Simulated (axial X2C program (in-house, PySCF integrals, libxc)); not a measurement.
## Curves of PN⁺ by EOM-IP-CCSD

Calculated with an in-house all-electron X2C program for linear molecules (integrals from PySCF): two-component X2C with atomic mean-field Coulomb and Gaunt terms, Gaussian nuclei, basis P dyall-v3z, N dyall-av3z with contracted cores.

Energies in eV from the lowest point of the lowest state; states are followed by energy order within each Ω. Reference: PN, 10 electrons correlated in 94 virtual spinors with an MP2 remainder; levels at this size can be off by some tenths of an eV. Masses 30.974 and 14.003 u.

```
R (Å)  (1)Ω=1/2  (1)Ω=3/2  (2)Ω=1/2  (3)Ω=1/2
1.367    0.5768    1.8393    1.8633    5.0431
1.427    0.1227    1.0473    1.0712    4.6619
1.486    0.0000    0.6350    0.6589    4.6191
1.553    0.1403    0.4986    0.5230    4.8514
1.620    0.4788    0.6066    0.6330    5.2769
1.709    1.0253    1.0045    1.1196    6.0083
```

T1 of the reference reaches 0.025 (Lee–Taylor). Curves followed by order can swap character. Number of frozen shells: P 2 s, 1 p; N 1 s. Roots with under 60 % one-particle weight at any point are counted in the labels but not shown, and the list ends where the roots sought for some Ω run out; states that need a further excitation are missing and may lie low or lowest. Curves with a minimum but no constants failed the fit check.
